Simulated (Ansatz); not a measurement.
# C₂HSi (doublet): the correlation ladder, def2-TZVPP

An exercise on one series of results from a longer session: the logs are not shown, and one member is left open.

Program: Ansatz 0.2.0, Gaussian basis. Level of theory: def2-TZVPP, core rule «outside noble gas», up to 7 orbitals frozen. These are calculated values, not measurements.

The runs, in order: UHF; ROHF; CCSD(T) on UHF.

2 further runs of the same task are left out: 2 set aside as unsound or not needed.

### What is computed

The geometry is a PBE0/def2-TZVP stationary point (not a proven minimum).

4 atoms, charge 0, spin multiplicity 2.

Atoms are counted from 1 here; the program's logs count them from 0.

Bond lengths: C1–C2 1.303 Å, C1–Si3 1.845 Å, C2–Si3 1.882 Å, C2–H4 1.081 Å. Angles: C2–C1–Si3 71.1°, C1–C2–Si3 68.0°, C1–C2–H4 148.1°, Si3–C2–H4 143.9°, C1–Si3–C2 40.9°.

Set-up of the first run:

Input file in.yaml:

```yaml
crystal:
  periodic: [false, false, false]
  atoms:
    - {symbol: C, position_ang: [0.000000, -0.816970, 0.768839]}
    - {symbol: C, position_ang: [0.000000, 0.461908, 1.020060]}
    - {symbol: Si, position_ang: [0.000000, 0.106896, -0.828106]}
    - {symbol: H, position_ang: [0.000000, 1.252374, 1.757882]}
basis:
  gaussian: {orbitals: def2-TZVPP}
magnetization: {spin_polarized: true, initial_magnetization: 1}
hamiltonian: {xc: hf}
output: {orbitals: {seedname: orbitals}}
```

Run with:

```sh
ansatz run in.yaml --threads 1 --pin off --events-out ev --progress --plain --max-ram 2816MiB --backend cpu
```

Among the steps run: UHF; ROHF; CCSD(T) on UHF.

One of the session's tables, all rows but one given; the rest of the session is left out.

| method | from UCCSD(T) (kJ/mol) |
| --- | --- |
| ROHF | +1122.6 |
| UHF | +1103.5 |
| UMP2 | ? |
| UCCSD | +63.1 |
| UCCSD(T) | 0 |

Q: Estimate the row for UMP2 from the others.

**Answer.** from UCCSD(T) (kJ/mol): +123.2. In the column «from UCCSD(T) (kJ/mol)» it lies between UCCSD (+63.1) and UHF (+1103.5).

With the free atoms at the same levels and basis (separate runs), the atomisation energy is 15.680 eV at UCCSD(T), 11.341 eV at ROHF.
